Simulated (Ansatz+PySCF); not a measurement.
Values are calculated unless marked as measured or tabulated.
This PySCF input gave a total energy of -116.96720 hartree.

```python
from pyscf import gto, scf

mol = gto.M(atom="""
C 0.823920 -0.005980 -0.026820
C -0.470450 0.722900 0.019160
C -0.409950 -0.776590 0.035400
H 1.423510 0.000490 0.884790
H 1.442600 0.037210 -0.943510
H -0.685200 1.248470 -0.925180
H -0.720250 1.286070 0.871840
H -0.694620 -1.232150 0.914670
H -0.776350 -1.279780 -0.932910
""", basis='def2-svp', charge=0, spin=0)
mf = scf.UHF(mol)
mf.init_guess = 'atom'
mf.kernel()
while True:  # follow internal instabilities
    mo, _, stable, _ = mf.stability(return_status=True)
    if stable: break
    mf.kernel(mf.make_rdm1(mo, mf.mo_occ))
print(mf.converged, mf.e_tot, mf.spin_square()[0])
```

Q: Write an input for Ansatz with the same method and basis set.

A:

```yaml
crystal:
  periodic: [false, false, false]
  atoms:
    - { symbol: C, position_ang: [0.82392, -0.00598, -0.02682] }
    - { symbol: C, position_ang: [-0.47045, 0.7229, 0.01916] }
    - { symbol: C, position_ang: [-0.40995, -0.77659, 0.0354] }
    - { symbol: H, position_ang: [1.42351, 0.00049, 0.88479] }
    - { symbol: H, position_ang: [1.4426, 0.03721, -0.94351] }
    - { symbol: H, position_ang: [-0.6852, 1.24847, -0.92518] }
    - { symbol: H, position_ang: [-0.72025, 1.28607, 0.87184] }
    - { symbol: H, position_ang: [-0.69462, -1.23215, 0.91467] }
    - { symbol: H, position_ang: [-0.77635, -1.27978, -0.93291] }
basis:
  gaussian: { orbitals: def2-SVP }
magnetization:
  spin_polarized: true
hamiltonian:
  xc: hf
```

Ansatz (development build ahead of 0.2.0) gave -116.96719 hartree, 0.05 meV from the first.
